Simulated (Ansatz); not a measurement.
Cost and result for the atomization energy of `[O]=[Al][OH]` (4 atoms, 3 bonds).

```xyz
4

O    -1.744   -1.034    0.857
Al   -0.537   -0.252    0.166
O     0.676    0.589   -0.608
H     1.604    0.697   -0.415
```

The species carries charge 0 and has multiplicity 1. The geometry is a stationary point of PBE0-D4/def2-TZVP. It is one conformer, not always the lowest. Program: Ansatz. All runs use 4 threads of an AMD EPYC 9R45 on a shared host. Times are those of one run each, without the atoms' runs, and a repeat can differ threefold. Electronic energies, without spin–orbit coupling; frozen cores. CCSD(T)/CBS extrapolates def2-TZVPP and def2-QZVPP, and its time is that of the two runs behind it. T1 = 0.024. HSE06 is the plane-wave form, built on full-range PBE exchange.

CCSD(T)/CBS is a level of theory with its own doubt, some kJ/mol a heavy atom from the limit and from the frozen cores, so smaller differences don't rank the functionals.

```
                             level  functions  wall time  atomization (kcal/mol)  difference from CCSD(T)/CBS  per bond
                  CCSD(T)/def2-SVP         51     0.25 s                   306.7                        -38.9     -13.0
              revPBE-D4/def2-TZVPP        118      0.3 s                   339.1                         -6.5      -2.2
                BLYP-D4/def2-TZVPP        118      0.3 s                   348.2                          2.6       0.9
                PBE0-D4/def2-TZVPP        118     0.35 s                   331.6                        -14.0      -4.7
               HSE06-D4/def2-TZVPP        118      0.4 s                   332.0                        -13.6      -4.5
               BHLYP-D4/def2-TZVPP        118      0.4 s                   311.4                        -34.2     -11.4
r2SCAN-D4/def2-TZVPP (with forces)        118      0.6 s                   344.0                         -1.6      -0.5
                 B97M-V/def2-TZVPP        118      0.8 s                   340.6                         -5.0      -1.7
                ωB97X-V/def2-TZVPP        118     0.85 s                   338.8                         -6.8      -2.3
  ωB97M-V/def2-TZVPP (with forces)        118      1.1 s                   341.0                         -4.6      -1.5
                CCSD(T)/def2-TZVPP        118      1.1 s                   330.9                        -14.7      -4.9
                CCSD(T)/def2-QZVPP        214        6 s                   339.8                         -5.8      -1.9
                 CCSD(T)/CBS(def2)          –      7.1 s                   345.6                          0.0       0.0
```

Leaving LDA and LC-ωPBE aside and taking each functional with its dispersion term where it has one, the values, not all of them listed here, spread over 41.0 kcal/mol, from BHLYP-D4 to PBE-D4. LDA lies +54.4 kcal/mol from PBE without D4, its usual overbinding. From BLYP to BHLYP (50 % exact exchange), in def2-TZVPP and without D4, the atomization energy moves by −35.7 kcal/mol: exact exchange takes away binding that semilocal exchange gives to molecules. At CCSD(T), def2-SVP lies −38.9 kcal/mol from the extrapolated value and def2-TZVPP −14.7 kcal/mol: correlation converges slowly with the basis, and small sets miss more of it in the bonded molecule than in its fragments.
